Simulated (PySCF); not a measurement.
# CH5ClSi: the cost of one run

Programs: PySCF 2.14.0, with density-fitted response routines of our own. Each step states its level of theory. These are calculated values for one molecule in the gas phase, unless marked as measured. Atoms are numbered from 0 throughout.

## (1) Starting geometry

8 atoms, charge 0, multiplicity 1; geometry from: GFN2-xTB. The atoms were then displaced at random by about 0.01 Å, so the start is not that level's minimum.

Bonds of the start (Å): Si0–C1 1.88, C1–Cl2 1.78, Si0–H3 1.45, Si0–H4 1.49, Si0–H5 1.45, C1–H6 1.09, C1–H7 1.09.

## (2) Optimising the geometry at PBE0-D3(BJ)/def2-SVP

Job settings and geometry (Å):

```
{"job": {"xc": "PBE0", "basis": "def2-SVP", "d3": "d3bj", "grid": 1, "shake": 0.01, "kind": "geom"}, "charge": 0, "multiplicity": 1}
Si    -0.949810    -0.005620    -0.043220
C      0.924830    -0.181040    -0.035790
Cl     1.640890     1.294570     0.655970
H     -1.379870     0.208290     1.327960
H     -1.307440     1.169220    -0.885060
H     -1.519540    -1.208420    -0.620090
H      1.364110    -0.293230    -1.028370
H      1.281970    -1.002920     0.576130
```

The run is started by

```sh
$ OMP_NUM_THREADS=1 python probes_run.py task.json out
```

The driver reads the jobs from task.json and runs them one after another.

**Question.** How long does this first job take on 1 thread of Intel Xeon Platinum 8259CL at 2.50GHz, shared host, and how much memory does it need?

About 12 s, with a peak of 0.33 GiB.
